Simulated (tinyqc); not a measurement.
Worked calculation: MP2 on RHF in the sto-3g basis, for H2F+, spin multiplicity 1. One step of it, computed by the program tinyqc.

Question. Iteration 8 (converged): orbitals. Diagonalise F' = X^T F X, C = X C', fill 5 alpha and 5 beta electrons from the bottom; D = 2 C_occ C_occ^T. Each column has its largest component positive (the first on a tie).

converged F (hartree), lower triangle:
```
             1F 1s      1F 2s     1F 2px     1F 2py     1F 2pz      2H 1s      3H 1s
1F 1s   -26.661984
1F 2s    -6.801314  -3.713548
1F 2px    0.000000   0.000000  -1.090968
1F 2py    0.000000   0.000000   0.000000  -1.107221
1F 2pz   -0.026200  -0.158788   0.000000   0.000000  -1.100701
2H 1s    -1.548630  -1.493357   0.000000  -0.601810  -0.467982  -1.048719
3H 1s    -1.548630  -1.493357   0.000000   0.601810  -0.467982  -0.564035  -1.048719
```

X:
```
                1          2          3         4          5          6         7
1F 1s   -0.328011   0.000000   0.749230  0.000000  -0.614026   0.000000  0.156807
1F 2s    1.179217   0.000000  -0.236594  0.000000  -0.263840   0.000000  0.431214
1F 2px   0.000000   0.000000   0.000000  1.000000   0.000000   0.000000  0.000000
1F 2py   0.000000   0.912345   0.000000  0.000000   0.000000   0.703189  0.000000
1F 2pz   0.444214   0.000000   0.661817  0.000000   0.666867   0.000000  0.164387
2H 1s   -0.701588  -0.877417  -0.164457  0.000000   0.132923   0.365591  0.377775
3H 1s   -0.701588   0.877417  -0.164457  0.000000   0.132923  -0.365591  0.377775
```

Give: F' = X^T F X; orbital energies; coefficients C; D after iteration 8.

Answer.

F' = X^T F X (hartree), lower triangle:
```
         1        2         3        4         5        6        7
1  -0.6348
2   0.0000   0.2591
3   2.2930   0.0000  -12.5742
4   0.0000   0.0000    0.0000  -1.0910
5  -1.8348   0.0000   11.3888   0.0000  -12.4345
6   0.0000  -0.0582    0.0000   0.0000    0.0000  -1.2959
7   0.1488   0.0000   -5.1897   0.0000    5.2745   0.0000  -4.2361
```

orbital energies (hartree): MO1 -26.6720, MO2 -2.1446, MO3 -1.2981, MO4 -1.1327, MO5 -1.0910, MO6 0.0697, MO7 0.2613

coefficients C:
```
            MO1      MO2      MO3      MO4     MO5      MO6      MO7
1F 1s    0.9945  -0.2470   0.0000   0.0738  0.0000  -0.1230   0.0000
1F 2s    0.0247   0.9218   0.0000  -0.3722  0.0000   0.8445   0.0000
1F 2px   0.0000   0.0000   0.0000   0.0000  1.0000   0.0000   0.0000
1F 2py   0.0000   0.0000   0.7368   0.0000  0.0000   0.0000  -0.8854
1F 2pz   0.0031   0.1412   0.0000   0.8874  0.0000   0.5473   0.0000
2H 1s   -0.0052   0.0880   0.3325   0.1758  0.0000  -0.8006   0.8905
3H 1s   -0.0052   0.0880  -0.3325   0.1758  0.0000  -0.8006  -0.8905
```

D after iteration 8, lower triangle:
```
          1F 1s    1F 2s  1F 2px   1F 2py  1F 2pz    2H 1s   3H 1s
1F 1s    2.1109
1F 2s   -0.4612   1.9777
1F 2px   0.0000   0.0000  2.0000
1F 2py   0.0000   0.0000  0.0000   1.0857
1F 2pz   0.0675  -0.4001  0.0000   0.0000  1.6150
2H 1s   -0.0278   0.0311  0.0000   0.4900  0.3369   0.2986
3H 1s   -0.0278   0.0311  0.0000  -0.4900  0.3369  -0.1438  0.2986
```
